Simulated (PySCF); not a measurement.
Species: isoyanoacetylene, C3HN.
Numbering: `[C-:1]#[N+:2][C:3]#[CH:4]` (hydrogens: H5 on C4)

The same species was optimised twice, with GFN2-xTB and with PBE0-D3(BJ)/def2-SVP (PySCF), and the same property calculations (PySCF, gas phase) were run on both structures.

```json
{"coordinate": "C4–H5 (Å)", "GFN2-xTB": "1.048", "PBE0-D3(BJ)/def2-SVP": "1.074", "change": "+0.026"}
{"coordinate": "N2–C3 (Å)", "GFN2-xTB": "1.295", "PBE0-D3(BJ)/def2-SVP": "1.308", "change": "+0.013"}
{"coordinate": "C1≡N2 (Å)", "GFN2-xTB": "1.172", "PBE0-D3(BJ)/def2-SVP": "1.184", "change": "+0.012"}
{"coordinate": "C3≡C4 (Å)", "GFN2-xTB": "1.202", "PBE0-D3(BJ)/def2-SVP": "1.211", "change": "+0.009"}
{"coordinate": "C1–N2–C3 (°)", "GFN2-xTB": "180.0", "PBE0-D3(BJ)/def2-SVP": "179.7", "change": "-0.3"}
{"coordinate": "C3–C4–H5 (°)", "GFN2-xTB": "179.8", "PBE0-D3(BJ)/def2-SVP": "179.6", "change": "-0.2"}
{"coordinate": "N2–C3–C4 (°)", "GFN2-xTB": "179.9", "PBE0-D3(BJ)/def2-SVP": "180.0", "change": "+0.1"}
```

Rotational constants: B = 5051 MHz (linear) (GFN2-xTB) against B = 4954 MHz (linear) (PBE0-D3(BJ)/def2-SVP). Point groups within 0.08 Å: C∞v and C∞v.

On the GFN2-xTB structure: HOMO (eV) -8.71 [PBE0/pcSseg-1]; LUMO (eV) -1.30 [PBE0/pcSseg-1]; dipole (D) 2.83 [PBE0/pcSseg-1]; GIAO shielding of C1 (ppm) -1.5 [PBE0/pcSseg-1]; GIAO shielding of N2 (ppm) 89.0 [PBE0/pcSseg-1]; GIAO shielding of C3 (ppm) 119.9 [PBE0/pcSseg-1]; GIAO shielding of C4 (ppm) 138.3 [PBE0/pcSseg-1].

Task: What do these properties become on the PBE0-D3(BJ)/def2-SVP structure?

Result: 
```
                                    property          level  on GFN2-xTB  on PBE0-D3(BJ)/def2-SVP  change
                                   HOMO (eV)  PBE0/pcSseg-1        -8.71                    -8.67   +0.04
                                   LUMO (eV)  PBE0/pcSseg-1        -1.30                    -1.37   -0.07
                                  dipole (D)  PBE0/pcSseg-1         2.83                     2.84   +0.01
energy, GFN2-xTB geometry as zero (kcal/mol)  PBE0/pcSseg-1          0.0                     -0.2    -0.2
                  GIAO shielding of C1 (ppm)  PBE0/pcSseg-1         -1.5                     -3.0    -1.5
                  GIAO shielding of N2 (ppm)  PBE0/pcSseg-1         89.0                     85.9    -3.1
                  GIAO shielding of C3 (ppm)  PBE0/pcSseg-1        119.9                    118.7    -1.2
                  GIAO shielding of C4 (ppm)  PBE0/pcSseg-1        138.3                    137.4    -0.9
```

The heavy atoms differ by 0.013 Å rms after alignment. Among all bonds C4–H5 changes most (+0.026 Å). Changes are differences of the printed values. Neither structure is proved a minimum here.
